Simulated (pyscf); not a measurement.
# Routes from H₃C–CH=SiH₂

Candidate steps break at most two bonds and form at most two. Each was searched with GFN2-xTB (tblite) first. Optimised with ωB97X-D3(BJ)/def2-SVP in PySCF. Correlated levels are frozen-core, on RHF or UHF. ΔMP2 is the change of the MP2 total energy from the triple- to the quadruple-zeta basis. Energies: CCSD(T)/def2-TZVPP + ΔMP2(QZVPP), kJ/mol, from the reactant's lowest minimum found, singlet surface.

| products | type | ΔE‡ | ΔE | ΔG‡ 298 K | ΔG‡ 900 K | ν‡ (cm⁻¹) |
|---|---|---|---|---|---|---|
| H₂C=CH–SiH₃ | hydrogen shift | 231.9 | -76.4 | 219.4 | 224.9 | 1524i |
| SiH₂ [singlet] + H₂C=CH₂ | elimination | 242.3 | +156.3 | 228.7 | 227.7 | 1190i |

Row 2: On the product side the descent ends in a bound adduct (not fully relaxed), 70.2 kJ/mol under the separated species and 155.4 kJ/mol under the saddle at ωB97X-D3(BJ)/def2-TZVP. 

Plain bond fissions and candidates not yet searched are not listed, and one of them may be faster. Each barrier is that of the saddle found; lower ones may exist. A restricted solution here is unstable towards spin polarisation, so biradical character is likely and single-reference numbers are less safe. The CCSD(T) − MP2 part came from Ansatz, without density fitting, on the same reference. The largest closed-shell T1 diagnostic is 0.043, which may signal static correlation.
